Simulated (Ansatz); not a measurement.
Ansatz (a first-principles code) input (B3LYP-D3(BJ)/def2-TZVP):

Ansatz 0.2 input:
```yaml
crystal:
  periodic: [false, false, false]
  atoms:
    - {symbol: C, position_ang: [0.01657059, -0.11625095, -0.47829100]}
    - {symbol: C, position_ang: [0.00243242, 0.13332944, 0.86444078]}
    - {symbol: F, position_ang: [1.12067471, -0.23270816, -1.19082049]}
    - {symbol: F, position_ang: [-1.07038979, -0.26771712, -1.20956082]}
    - {symbol: N, position_ang: [-0.00716664, 0.34394570, 2.00407534]}
basis:
  gaussian:
    orbitals: def2-TZVP
hamiltonian:
  xc: b3lyp
  dispersion: d3bj
magnetization: {spin_polarized: true, initial_magnetization: 1}
relax: {f_tol: 0.002, max_steps: 150}
```

End of the output:

```
relax step  12: F+E_penalty+E_count = -8998.80547380 eV  Δ(F+E_penalty+E_count) = -1.345e-5 eV  max|allowed force component| = 1.199e-3 eV/Å  Δτ_max = 0.0034 Å  (41 SCF iters, accepted)
integrals: 0.05 GiB planned
827 factors; their error is unknown
mean field: 0.71 GiB planned
mean field evaluation 128: about -8998.6812 eV, gradient 1.8e-5 eV
mean field -8998.68115055 eV, -330.6954327575 hartree, gradient 2.0e-5 eV, S^2 0.763958; 1 other end points of the search recorded, 0 dependent functions left out
the calculation of the forces begins
reference -8998.68133528 eV, -330.6954395462 hartree; 19, 18 occupied and 136, 137 virtual orbitals, 827 factors
Total energy: -8998.80565853 eV, -330.7000083414 hartree
Atom 0 at     0.019019    -0.217393    -0.474893 Å, force    -0.000373    -0.000273     0.000284 eV/Å
Atom 1 at     0.003281     0.139811     0.857710 Å, force    -0.000084    -0.000918    -0.000096 eV/Å
Atom 2 at     1.122360    -0.193933    -1.188082 Å, force    -0.000819     0.000319     0.000095 eV/Å
Atom 3 at    -1.073614    -0.228606    -1.204694 Å, force     0.001199     0.000338     0.000306 eV/Å
Atom 4 at    -0.008924     0.360720     1.999803 Å, force     0.000077     0.000534    -0.000589 eV/Å
Dipole moment:     0.004401    -0.088011    -0.393346 e Å
```

It need not be the lowest isomer of its formula.
